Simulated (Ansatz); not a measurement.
Relaxation of CHOSi (4 atoms, charge -1, multiplicity 1), to a largest force component of 0.02 eV/Å in at most 50 steps.

Computed with Ansatz 0.2.0, UHF/def2-SVP.

```xyz
4
Properties=species:S:1:pos:R:3
C 0.665 -0.240 -0.119
Si -0.348 1.255 0.227
O -0.742 0.011 -0.804
H -0.387 2.117 1.380
```

Problem. Where does it end, and by what steps?

Solution. The run converged. Limits of this set-up: an anion without diffuse functions, the dipole of an ion depends on the origin. After 26 steps the energy has fallen by 4.539 eV; O3 moved furthest, 1.02 Å. Parted: Si2–O3.

| step | energy less start (eV) | largest force component (eV/Å) | accepted |
| --- | --- | --- | --- |
| 0 | 0.0000 | 2.837 | yes |
| 1 | -0.6727 | 1.316 | yes |
| 2 | -1.4522 | 3.860 | yes |
| 3 | -2.2922 | 3.884 | yes |
| 4 | -0.7955 | 24.331 | no |
| 5 | -2.7397 | 2.163 | yes |
| 6 | -2.9145 | 0.946 | yes |
| 7 | -2.9357 | 0.705 | yes |
| 8 | -3.0110 | 0.461 | yes |
| 9 | -3.0225 | 0.402 | yes |
| 10 | -3.1480 | 0.915 | yes |
| 11 | -3.3660 | 1.002 | yes |
| 12 | -3.4990 | 1.722 | yes |
| 13 | -3.4375 | 6.678 | no |
| 14 | -3.5854 | 0.661 | yes |
| 15 | -3.6493 | 1.384 | yes |
| 16 | -3.7860 | 2.103 | yes |
| 17 | -3.9806 | 2.087 | yes |
| 18 | -4.1893 | 1.046 | yes |
| 19 | -4.1928 | 3.104 | yes |
| 20 | -4.2865 | 1.407 | yes |
| 21 | -4.4149 | 0.565 | yes |
| 22 | -4.5003 | 1.534 | yes |
| 23 | -4.5308 | 0.782 | yes |
| 24 | -4.5385 | 0.303 | yes |
| 25 | -4.5390 | 0.099 | yes |
| 26 | -4.5390 | 0.016 | yes |

```xyz
4
Properties=species:S:1:pos:R:3
C -0.186 0.191 -0.218
Si 0.367 1.900 0.032
O -0.502 -0.909 -0.436
H -0.492 1.960 1.305
```

The run took 21 s on 1 CPU thread of a shared host.
